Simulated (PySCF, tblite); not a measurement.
Compound: C3H3ClNP.
InChI=1S/C3H3ClNP/c4-3-1-6-2-5-3/h1-2,5H

Computed, not measured: B3LYP/def2-SVPD in PySCF (dipole) on a GFN2-xTB geometry, gas phase.

Masses are those of the commonest isotopes; rigid-rotor values at the optimised geometry. 

What are A, B and C (GHz)?

Ia = 69.00, Ib = 335.81, Ic = 404.80 u·Å²; 505379 MHz·u·Å²/I gives 7325, 1505 and 1248 MHz, that is A = 7.3248, B = 1.5050, C = 1.2485 GHz.

What kind of rotor is it?

A near-prolate asymmetric top: κ = (2 × 1505 − 7325 − 1248)/(7325 − 1248) = -0.92.

Is it planar, by Δ = Ic − Ia − Ib?

Planar: Δ = Ic − Ia − Ib = 0.00 u·Å². For a rigid frame Δ = −2 Σ m c², so it vanishes when all atoms lie in the ab plane; here none is more than 0.01 Å from it.

Give the coordinates in the principal-axis frame, origin at the centre of mass.

The sense of each axis is arbitrary; atoms in the order of the calculation.
```
atom  mass (u)   a (Å)   b (Å)  c (Å)
 Cl1    34.969  -2.256   0.136  0.000
  C2    12.000  -0.538   0.040  0.000
  C3    12.000   0.357   1.064  0.000
  P4    30.974   2.013   0.461  0.000
  C5    12.000   1.390  -1.137  0.000
  N6    14.003   0.035  -1.187  0.000
  H7     1.008   0.083   2.102  0.000
  H8     1.008   1.946  -2.056  0.000
  H9     1.008  -0.504  -2.040  0.000
```

Which types of transition are allowed, and where do some lines up to J = 5 fall?

The dipole components are |μa| = 0.83 D, |μb| = 2.18 D, |μc| = 0.00 D; the mirror of this Cs structure is the ab plane, so μc vanishes by symmetry and there are no c-type lines. The squared components, which scale the intensities, stand as 0.14 : 1.00 (a : b). Some lines, for components of 0.1 D or more:

```tsv
type	branch	J(Ka,Kc)	MHz	lower level (cm⁻¹)
b	R	3(0,3) ← 2(1,2)	2656	0.461
a	Q	5(1,4) ← 5(1,5)	3843	1.510
a	R	2(1,2) ← 1(1,1)	5250	0.286
a	R	2(0,2) ← 1(0,1)	5499	0.092
b	R	4(0,4) ← 3(1,3)	5716	0.724
a	R	2(1,1) ← 1(1,0)	5763	0.295
a	R	3(1,3) ← 2(1,2)	7870	0.461
a	R	5(1,5) ← 4(1,4)	13091	1.073
a	R	5(0,5) ← 4(0,4)	13604	0.914
a	R	5(2,4) ← 4(2,3)	13749	1.712
a	R	5(4,2) ← 4(4,1)	13786	4.093
a	R	5(3,2) ← 4(3,1)	13797	2.705
a	R	5(2,3) ← 4(2,2)	13912	1.716
a	R	5(1,4) ← 4(1,3)	14370	1.159
b	Q	4(2,2) ← 4(1,3)	16702	1.159
b	Q	2(2,1) ← 2(1,2)	18229	0.461
b	Q	3(2,2) ← 3(1,3)	18619	0.724
b	Q	5(2,4) ← 5(1,5)	19799	1.510
b	Q	4(3,1) ← 4(2,2)	29646	1.716
b	Q	3(3,0) ← 3(2,1)	29704	1.346
b	R	4(2,2) ← 3(1,3)	29750	0.724
b	R	5(2,3) ← 4(1,4)	33177	1.073
b	R	5(3,3) ← 4(2,2)	43438	1.716
```

Estimate the classical rotational partition function at 200 K, 298.15 K and 500 K.

Point group Cs, symmetry number σ = 1; q = (√π/σ)·√((kT/h)³/(ABC)), k/h = 20836.6 MHz/K: 129000 at 200 K, 234000 at 298.15 K, 508000 at 500 K.

Its GFN2-xTB frequencies are all real (lowest 192 cm⁻¹). No vibrational averaging or centrifugal distortion is included, and the geometry carries the error of its method. Quadrupole hyperfine structure (14N, 35Cl) is left out.

Hardware: one thread, Arm Neoverse V2 (aarch64), no GPU, shared host with 192 logical CPUs at a one-minute load of 45. Cost: 12 s, 0.67 GiB resident at most. This is the B3LYP/def2-SVPD job that gave the dipole, with the excitations it also computed.
